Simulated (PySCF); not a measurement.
# C2H3F3S (methyl(trifluoromethyl) sulfide): the cost of one run

The runs use PySCF 2.14.0, with density-fitted response routines of our own; the level of theory stands in each step. All values are computed, except where a source is named. Atoms are numbered from 0 throughout.

## (1) The starting structure

9 atoms, charge 0, multiplicity 1; geometry from: GFN2-xTB. The atoms were then displaced at random by about 0.01 Å, so the start is not that level's minimum.

Bonds of the start (Å): C0–S1 1.81, S1–C2 1.81, C2–F3 1.34, C2–F4 1.34, C2–F5 1.33, C0–H6 1.11, C0–H7 1.07, C0–H8 1.09.

## (2) Relaxing the molecule at PBE0-D3(BJ)/def2-SVP

The job: settings as JSON, then the geometry in Å.

```
{"job": {"xc": "PBE0", "basis": "def2-SVP", "d3": "d3bj", "grid": 1, "shake": 0.01, "kind": "geom"}, "charge": 0, "multiplicity": 1}
C     -1.291330    -0.054190    -0.404250
S     -0.013930     1.221930    -0.238420
C      1.236990     0.115090     0.449030
F      1.581350    -0.884640    -0.379270
F      2.377290     0.769060     0.696550
F      0.846270    -0.440850     1.597710
H     -2.159720     0.485800    -0.825400
H     -0.961150    -0.802570    -1.091550
H     -1.557970    -0.426800     0.589110
```

Started as:

```
> OMP_NUM_THREADS=1 python probes_run.py task.json out
```

One launch serves the whole session: the jobs run in the order shown.

Q: Estimate the wall time and peak memory of this first job on 1 thread of Arm Neoverse V1, shared host.

About 24 s, with a peak of 0.42 GiB.
